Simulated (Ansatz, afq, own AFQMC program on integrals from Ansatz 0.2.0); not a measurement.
AFQMC, coupled cluster and functionals along a coordinate of HCl + Br, doublet

```yaml
atoms:
  - { symbol: Cl, position_ang: [0.0000, 0.0000, -1.4786] }
  - { symbol: H, position_ang: [0.0000, 0.0000, -0.1998] }
  - { symbol: Br, position_ang: [0.0000, 0.0000, 1.6784] }
```

A hydrogen atom is moved from one rigid fragment to the other; the Cl1–H2 distance tells how far. The two fragments are held close together, so this isn't a minimum-energy path and the start is a compressed complex. Energies in kJ/mol count from this geometry (1.279 Å) at the same level; the start stands on UHF, each point on the determinant named.

Basis cc-pVTZ. Only valence electrons are correlated. Ansatz 0.2.0 and our own AFQMC program on the same integrals; the CISD trial comes from CCSD amplitudes, and released means the phaseless constraint is let go. Uncertainties: one standard error, sampling alone. No spin–orbit coupling.

Cautions, each for one point or more: inner d shell frozen; no relativity below Rb; no spin-orbit coupling; the ph-AFQMC/CISD walk drifts between its halves; unrestricted determinant slightly spin contaminated.

```
r(Cl1–H2) / Å  det.     T1  weight  ⟨S²⟩  CCSD(T)  ph-AFQMC/CISD  released AFQMC  CCSDT(Q)  CCSD  B2PLYP
        1.378   UHF  0.011    0.86  0.78     10.2     10.3 ± 0.7      9.3 ± 1.1*       9.8  12.0     6.7
        1.428   UHF  0.013    0.85  0.79     18.8     18.7 ± 0.8               –      18.2  21.6    13.6
        1.528   UHF  0.015    0.85  0.81     33.6     33.8 ± 0.8      33.4 ± 1.2      32.7  37.4    26.3
```

Weight is that of the determinant in the CISD state; at the start T1 is 0.009 and the weight 0.86, and ⟨S²⟩ is 0.76. An asterisk marks released energies that aren't shown to be converged. A dash marks a missing value, a released energy that hasn't settled or a functional that sits on another state. Largest departures from CCSDT(Q), at the points where its series has closed: CCSD(T) 0.9 kJ/mol at 1.528 (on UHF), ph-AFQMC/CISD 1.1 kJ/mol at 1.528 (on UHF) (within the noise), CCSD 4.7 kJ/mol at 1.528 (on UHF), B2PLYP -6.5 kJ/mol at 1.528. Functionals count only at points shown to share the start's state and spin. In total energy ph-AFQMC/CISD lies 17 ± 6 meV above CCSDT(Q) at the start, so its agreement along the curve rests in part on cancellation.

Some points may be missing: those where a free walk finds a much lower state, and past Zn most of those on another determinant than at the start.

A walk keeps the symmetry of its determinant, which the program's search chose and which needn't be the lowest solution, so a lower state of the same spin and another symmetry isn't excluded.
